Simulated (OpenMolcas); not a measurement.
# One shape, several levels: C3H7F (2-fluoropropane)

We compute a comparison of 6 runs (HF/cc-pVDZ, B3LYP/6-31G*, M06-2X/cc-pVDZ, M06-L/cc-pVDZ, PBE/cc-pVDZ, SVWN5/cc-pVDZ) of C3H7F (2-fluoropropane). 

Program for the calculation: OpenMolcas 26.06.

## Step 1: Starting point

C3H7F: 11 atoms, total charge 0, spin state singlet. SMILES: `CC(C)F`. Geometry: relaxed at PBE0-D4/def2-TZVP.

Bond lengths: C1–C2 1.508 Å, C2–C3 1.508 Å, C2–F4 1.396 Å, C1–H5 1.091 Å, C1–H6 1.092 Å, C1–H7 1.092 Å, C2–H8 1.096 Å, C3–H9 1.092 Å, C3–H10 1.091 Å, C3–H11 1.092 Å. Some angles: C1–C2–C3 113.9°, C1–C2–F4 108.3°, C3–C2–F4 108.3°, C1–C2–H8 110.1°, C3–C2–H8 110.1°, F4–C2–H8 105.9°, C2–C1–H5 110.6°, C2–C1–H6 110.3°, C2–C1–H7 110.4°, C2–C3–H9 110.4°.

## Step 2: Energy and forces at HF/cc-pVDZ (run 1)

mol.input

```
>>> EXPORT MOLCAS_PRINT=2

&GATEWAY
 BASLIB
 $CurrDir
 BASISSET
 C.cc-pVDZ....
 C1 -0.234500 1.045100 -0.703000 angstrom
 C2 -0.479600 -0.306600 -0.081300 angstrom
 C3 0.626400 -0.766200 0.834700 angstrom
 End of Basis
 BASISSET
 F.cc-pVDZ....
 F4 -0.614100 -1.242400 -1.108400 angstrom
 End of Basis
 BASISSET
 H.cc-pVDZ....
 H5 -1.041900 1.303400 -1.390000 angstrom
 H6 -0.180600 1.814100 0.071000 angstrom
 H7 0.707700 1.043900 -1.256000 angstrom
 H8 -1.436600 -0.307200 0.453700 angstrom
 H9 1.578500 -0.788700 0.299400 angstrom
 H10 0.417300 -1.766700 1.216600 angstrom
 H11 0.722800 -0.085600 1.683800 angstrom
 End of Basis

&SEWARD

&SCF
 THRESHOLDS
 1e-10 1e-07 1e-07 1e-05
 PRORBITALS
 1 2

&ALASKA
```

The basis set cc-pVDZ is read from a file made from the Basis Set Exchange's data (not shown).

Started as:

```bash
$ export MOLCAS_MEM=1860
$ pymolcas mol.input > mol.log
```

Standard output:

```text
--- Start Module: gateway ---
[...]
--- Stop Module: gateway /rc=_RC_ALL_IS_WELL_ ---
[...]
      Basis functions           91
[...]
--- Start Module: scf ---
[...]
       Convergence after  12 Iterations
[...]
::    Total SCF energy                               -217.1338985976
[...]
      Total spin, S                                     0.0000000000
[...]
      Total electronic charge=   34.000000
      Total            charge=   -0.000000
[...]
      Dipole Moment (debye):
      Origin of the operator (angstrom)=   -0.1925   -0.3660   -0.3121
                   X=  3.0812E-01               Y=  1.4204E+00               Z=  1.5008E+00           Total=  2.0892E+00
      Quadrupole Moment (debye*angstrom):
[...]
--- Stop Module: scf /rc=_RC_ALL_IS_WELL_ ---
[...]
--- Start Module: alaska ---
[...]
 *              Molecular gradients               *
 **************************************************
  Irreducible representation: a
 ------------------------------------------------------------------------------------------
                              X                       Y                       Z
 ------------------------------------------------------------------------------------------
  C1               -3.43084874496913E-04   -2.56775441503265E-03    1.94880323282653E-03
  C2                6.25565128959815E-03    5.49320179540835E-03    3.03607726477217E-03
  C3               -2.36601061523434E-03    1.59265632369165E-03   -1.61826972140133E-03
  F4               -1.31061249713538E-03   -5.73791262695345E-03   -6.04289008615311E-03
  H5               -4.23739668206746E-04    2.86713881775036E-04   -7.81824209816762E-07
  H6                6.07874451472867E-05    2.42800679973953E-04    1.63786518721842E-04
  H7                6.50225324506426E-04   -2.57304895106225E-04    2.80266621874858E-04
  H8               -2.71577291004688E-03    3.97835156615789E-04    1.98091683705170E-03
[...]
--- Stop Module: alaska /rc=_RC_ALL_IS_WELL_ ---
[...]
```

Wall time 8.4 s (1 thread of Arm Neoverse V2, shared host); peak memory 0.5 GiB.

## Step 3: Energy and gradient at B3LYP/6-31G(d) (Cartesian functions) (run 2)

calc.input

```
&gateway
  baslib = $CurrDir
  coord
  11
  angstrom
  C       -0.234500       1.045100      -0.703000
  C       -0.479600      -0.306600      -0.081300
  C        0.626400      -0.766200       0.834700
  F       -0.614100      -1.242400      -1.108400
  H       -1.041900       1.303400      -1.390000
  H       -0.180600       1.814100       0.071000
  H        0.707700       1.043900      -1.256000
  H       -1.436600      -0.307200       0.453700
  H        1.578500      -0.788700       0.299400
  H        0.417300      -1.766700       1.216600
  H        0.722800      -0.085600       1.683800
  basis = 6-31Gs
  group = NoSym

&seward
  gridinput
  Grid=UltraFine
  End of Grid

&scf
  ksdft = B3LYP
  thresholds = 1e-10 1e-07 1e-07 1e-05
  prorbitals = 1 1

&alaska
```

The basis set 6-31G* is read from a file made from the Basis Set Exchange's data (not shown).

Started as:

```bash
$ export MOLCAS_MEM=1860
$ pymolcas calc.input > calc.log
```

Standard output:

```text
--- Start Module: gateway ---
[...]
--- Stop Module: gateway /rc=_RC_ALL_IS_WELL_ ---
[...]
      Basis functions           74
[...]
--- Start Module: scf ---
[...]
       Convergence after  13 Iterations
[...]
::    Total KS-DFT energy                            -218.3776738145
[...]
      Total spin, S                                     0.0000000000
[...]
      Total electronic charge=   34.000000
      Total            charge=   -0.000000
[...]
      Dipole Moment (debye):
      Origin of the operator (angstrom)=   -0.1925   -0.3660   -0.3121
                   X=  2.7681E-01               Y=  1.1485E+00               Z=  1.1981E+00           Total=  1.6826E+00
      Quadrupole Moment (debye*angstrom):
[...]
--- Stop Module: scf /rc=_RC_ALL_IS_WELL_ ---
[...]
--- Start Module: alaska ---
[...]
 *              Molecular gradients               *
 **************************************************
  Irreducible representation: a
 ------------------------------------------------------------------------------------------
                              X                       Y                       Z
 ------------------------------------------------------------------------------------------
  C1               -2.18972489649805E-04   -4.18275191608863E-03    8.48126151425710E-04
  C2                5.07419829162559E-03    1.40472500076605E-03   -1.12786572862200E-03
  C3               -2.59704029846208E-03    7.36829380722615E-04   -3.36191207381731E-03
  F4               -1.15684655845438E-04    4.61967449530221E-03    5.49099288691579E-03
  H5                1.42987187576482E-03   -6.71543339092029E-04    1.72952651363811E-03
  H6               -2.96924249531400E-04   -2.28213444059833E-03   -1.07954437636382E-03
  H7               -1.71590592962811E-03   -2.91382854553546E-04    1.41334477335908E-03
  H8                1.30872405039373E-03   -9.65989112638510E-04   -1.87745036135234E-03
[...]
--- Stop Module: alaska /rc=_RC_ALL_IS_WELL_ ---
[...]
```

It took 34 s on 1 thread of Arm Neoverse V2, shared host; peak memory 0.43 GiB.

Runs 3 to 4 aren't shown in full; the table further down has their settings and results.

## Step 4: Energy and forces at PBE/cc-pVDZ (run 5)

test.input

```
&GATEWAY
BasLib=$CurrDir
Coord
11
bohr
C     -0.44314078     1.97495277    -1.32847747
C     -0.90631265    -0.57939003    -0.15363473
C      1.18372444    -1.44790816     1.57735440
F     -1.16048081    -2.34779574    -2.09457244
H     -1.96890565     2.46306903    -2.62671931
H     -0.34128454     3.42815216     0.13417055
H      1.33735918     1.97268510    -2.37349601
H     -2.71478055    -0.58052387     0.85736874
H      2.98293269    -1.49042699     0.56578400
H      0.78858271    -3.33857914     2.29904080
H      1.36589404    -0.16176056     3.18192085
Basis=cc-pVDZ
Group=NoSym
&SEWARD
GridInput
Grid=UltraFine
End of Grid
&SCF
KSDFT=PBE
Thresholds=1e-10 1e-07 1e-07 1e-05
PrOrbitals=1 2
&ALASKA
```

The basis set cc-pVDZ is read from a file made from the Basis Set Exchange's data (not shown).

Started as:

```bash
$ export MOLCAS_MEM=1860
$ pymolcas test.input > test.log
```

Standard output:

```text
--- Start Module: gateway ---
[...]
--- Stop Module: gateway /rc=_RC_ALL_IS_WELL_ ---
[...]
      Basis functions           91
[...]
--- Start Module: scf ---
[...]
       Convergence after  15 Iterations
[...]
::    Total KS-DFT energy                            -218.1130122817
[...]
      Total spin, S                                     0.0000000000
[...]
      Total electronic charge=   34.000000
      Total            charge=   -0.000000
[...]
      Dipole Moment (debye):
      Origin of the operator (angstrom)=   -0.1925   -0.3660   -0.3121
                   X=  2.5013E-01               Y=  1.0822E+00               Z=  1.1349E+00           Total=  1.5879E+00
      Quadrupole Moment (debye*angstrom):
[...]
--- Stop Module: scf /rc=_RC_ALL_IS_WELL_ ---
[...]
--- Start Module: alaska ---
[...]
 *              Molecular gradients               *
 **************************************************
  Irreducible representation: a
 ------------------------------------------------------------------------------------------
                              X                       Y                       Z
 ------------------------------------------------------------------------------------------
  C1                1.10644343146399E-03    2.60840361935344E-03   -2.91877967463483E-03
  C2               -4.04030432416969E-03   -1.89888857114928E-03    7.95908955364411E-05
  C3                3.30329056091916E-03   -2.08955442469394E-03    1.02959818764958E-03
  F4                1.18704400059988E-03    9.41543567807379E-03    1.04118351598874E-02
  H5                7.75990481915212E-03   -2.70903594438066E-03    6.93458477276643E-03
  H6               -6.66592922101361E-04   -8.26271596895412E-03   -7.05262569749943E-03
  H7               -9.26863188150762E-03   -2.21111071788682E-04    5.69035183480526E-03
  H8                1.00497513083635E-02   -9.77052880843765E-04   -6.78285673778367E-03
[...]
--- Stop Module: alaska /rc=_RC_ALL_IS_WELL_ ---
[...]
```

Run time: 48 s. Hardware: 1 thread of Arm Neoverse V2, shared host; peak memory 0.5 GiB.

## Step 5: Energy and gradient at SVWN5/cc-pVDZ (run 6)

Changes to calc.input since step 3:

```diff
@@ -1,4 +1,6 @@
-&gateway
-  baslib = $CurrDir
-  coord
+* C3H7F Kohn-Sham DFT
+
+&GATEWAY
+  BASLIB=$CurrDir
+  COORD
   11
@@ -16,7 +18,7 @@
   H        0.722800      -0.085600       1.683800
-  basis = 6-31Gs
-  group = NoSym
+  BASIS=cc-pVDZ
+  GROUP=NoSym
 
-&seward
-  gridinput
+&SEWARD
+  GRIDINPUT
   Grid=UltraFine
@@ -24,7 +26,7 @@
 
-&scf
-  ksdft = B3LYP
-  thresholds = 1e-10 1e-07 1e-07 1e-05
-  prorbitals = 1 1
+&SCF
+  KSDFT=SVWN5
+  THRESHOLDS=1e-10 1e-07 1e-07 1e-05
+  PRORBITALS=1 1
 
-&alaska
+&ALASKA
```

The basis set cc-pVDZ is read from a file made from the Basis Set Exchange's data (not shown).

Started as:

```bash
$ export MOLCAS_MEM=1860
$ pymolcas calc.input > calc.log
```

Standard output:

```text
--- Start Module: gateway ---
[...]
--- Stop Module: gateway /rc=_RC_ALL_IS_WELL_ ---
[...]
      Basis functions           91
[...]
--- Start Module: scf ---
[...]
       Convergence after  12 Iterations
[...]
::    Total KS-DFT energy                            -216.6062812521
[...]
      Total spin, S                                     0.0000000000
[...]
      Total electronic charge=   34.000000
      Total            charge=   -0.000000
[...]
      Dipole Moment (debye):
      Origin of the operator (angstrom)=   -0.1925   -0.3660   -0.3121
                   X=  2.6269E-01               Y=  1.1188E+00               Z=  1.1710E+00           Total=  1.6407E+00
      Quadrupole Moment (debye*angstrom):
[...]
--- Stop Module: scf /rc=_RC_ALL_IS_WELL_ ---
[...]
--- Start Module: alaska ---
[...]
 *              Molecular gradients               *
 **************************************************
  Irreducible representation: a
 ------------------------------------------------------------------------------------------
                              X                       Y                       Z
 ------------------------------------------------------------------------------------------
  C1                2.67128716813575E-03    1.33027826471972E-02   -7.66793558705547E-03
  C2               -1.22965657965892E-02    1.86194605134293E-03    9.13161527538620E-03
  C3                1.16976742771939E-02   -5.76143503342008E-03    8.47502130185429E-03
  F4               -1.14546747769273E-03   -1.50566881439929E-03   -1.14687980357253E-03
  H5                8.99681147205555E-03   -2.60722611902686E-03    7.78695438199151E-03
  H6               -7.78468835851420E-04   -8.91182734681006E-03   -8.36767178493769E-03
  H7               -1.08481211476126E-02    5.19733323214089E-04    6.22426389758113E-03
  H8                1.14189836803487E-02   -8.67865441588928E-04   -7.42043521660030E-03
[...]
--- Stop Module: alaska /rc=_RC_ALL_IS_WELL_ ---
[...]
```

Run time: 30 s. Hardware: 1 thread of Arm Neoverse V2, shared host; peak memory 0.5 GiB.

## Step 6: All runs side by side

```tsv
run	level	Cartesian functions	integration grid	energy (Eh)	dipole moment (D)	HOMO energy (eV)	LUMO energy (eV)	wall time
1	HF/cc-pVDZ	no	–	-217.133899	2.09	-13.03	4.88	8.4 s
2	B3LYP/6-31G* (Cartesian functions)	yes	UltraFine	-218.377674	1.68	-8.58	2.56	34 s
3	M06-2X/cc-pVDZ	no	UltraFine	-218.286857	1.81	-10.48	2.74	61 s
4	M06-L/cc-pVDZ	no	UltraFine	-218.356607	1.76	-7.58	1.99	62 s
5	PBE/cc-pVDZ	no	UltraFine	-218.113012	1.59	-7.17	1.10	48 s
6	SVWN5/cc-pVDZ	no	UltraFine	-216.606281	1.64	-7.25	0.92	30 s
```

## Step 7: What came out

| quantity | value |
| --- | --- |
| run 6: total energy | -216.60628 Eh |
| run 6: dipole moment | 1.64 D |
| run 6: HOMO energy | -7.25 eV |
| run 6: LUMO energy | 0.92 eV |
| run 6: HOMO–LUMO gap | 8.17 eV |
| run 6: largest force on an atom | 0.801 eV/Å |

**Reading.** The dipole moment (its size) runs from 1.59 D (PBE/cc-pVDZ) to 2.09 D (HF/cc-pVDZ). The HOMO–LUMO gap runs from 8.17 eV (SVWN5/cc-pVDZ) to 17.91 eV (HF/cc-pVDZ). Exact exchange widens orbital gaps. Totals of different functionals can't be ranked against each other. All runs together took 4 min, the longest 62 s.
